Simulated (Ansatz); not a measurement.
## Two structures, one formula

Two isomers of CH$_{4}$AlO (charge -1), closed shell, relaxed at PBE0-D4/def2-TZVPD (vibrations not checked).

A:

```
7
angstrom
C -1.2798 0.2349 -0.3585
Al 0.6165 0.0222 0.2607
O 1.7265 -1.0442 -0.3033
H -1.5396 -0.4637 -1.1609
H -1.4619 1.2549 -0.7240
H 0.8718 1.1243 1.4553
H -1.9833 0.0765 0.4704
```

B:

C1  (-0.816, 0.349, -0.290)
Al2  (0.700, -0.608, 0.099)
O3  (1.025, -1.457, 1.611)
H4  (0.313, -1.376, 2.247)
H5  (-1.675, 0.496, 0.369)
H6  (-0.951, 0.850, -1.251)
H7  (1.983, -0.838, -0.862)
(Å)

Computed with Ansatz 0.2.0 (basis: def2-TZVPPD); correlated methods freeze the cores. B3LYP uses VWN-RPA correlation.

Task: Which structure is lower at CCSD(T), and by how much? (To be estimated.)

Result: By the calculation: A, by 41.3 kJ/mol (electronic energy, against the other). By their contacts, A is CH₄AlO ([CH3][AlH][O]), total charge -1 and B is CH₄AlO ([CH2][AlH][OH]), total charge -1.

All methods give the same order:

```
   method  E(B) − E(A) (kJ/mol)
   PBE-D4                  49.2
r2SCAN-D4                  44.0
  PBE0-D4                  39.4
 B3LYP-D4                  46.1
  wB97M-V                  40.9
       HF                  23.6
      MP2                  50.6
     CCSD                  37.5
  CCSD(T)                  41.3
```

The T1 diagnostic stays at or below 0.020.

Labels in which every atom is bracketed show which atoms are joined, not bond orders.
